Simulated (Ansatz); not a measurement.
Relaxation of C$_{3}$H$_{5}$NO (10 atoms, charge 0, multiplicity 1), to a largest force component of 0.015 eV/Å in at most 40 steps.

Computed with RKS PBE/def2-SVP (Ansatz).

```xyz
10
Properties=species:S:1:pos:R:3:forces:R:3
C -0.011 -0.183 -1.518 1.55 1.10 0.01
O 0.709 -0.123 -0.282 -1.20 0.27 0.35
C -0.252 0.138 0.778 2.94 -0.86 0.56
C 0.506 0.174 2.085 -1.14 0.04 -1.89
N 1.079 0.193 3.095 0.52 0.02 0.92
H -0.494 0.803 -1.723 -0.22 -0.14 -0.08
H 0.740 -0.341 -2.333 -0.23 -0.10 0.32
H -0.741 -0.982 -1.523 -0.79 -0.75 -0.08
H -0.946 -0.700 0.840 -0.82 -0.43 0.07
H -0.764 1.083 0.644 -0.61 0.85 -0.17
```

Q: Where does it end, and by what steps?

A: The run converged. After 4 steps the energy has fallen by 0.161 eV; H9 moved furthest, 0.06 Å.

```tsv
step	energy less start (eV)	largest force component (eV/Å)	accepted
0	0.0000	2.942	yes
1	-0.1266	1.366	yes
2	-0.1592	0.155	yes
3	-0.1605	0.057	yes
4	-0.1606	0.010	yes
```

```xyz
10
Properties=species:S:1:pos:R:3
C 0.008 -0.164 -1.521
O 0.672 -0.112 -0.276
C -0.215 0.118 0.789
C 0.521 0.162 2.059
N 1.090 0.200 3.080
H -0.520 0.792 -1.757
H 0.777 -0.345 -2.294
H -0.743 -0.991 -1.562
H -0.995 -0.684 0.869
H -0.770 1.085 0.676
```

Whether the end is a true minimum wasn't checked by a vibrational analysis.

The run took 8.7 s on 2 threads of Arm Neoverse V2, with other jobs on the host, peak memory 0.12 GiB.
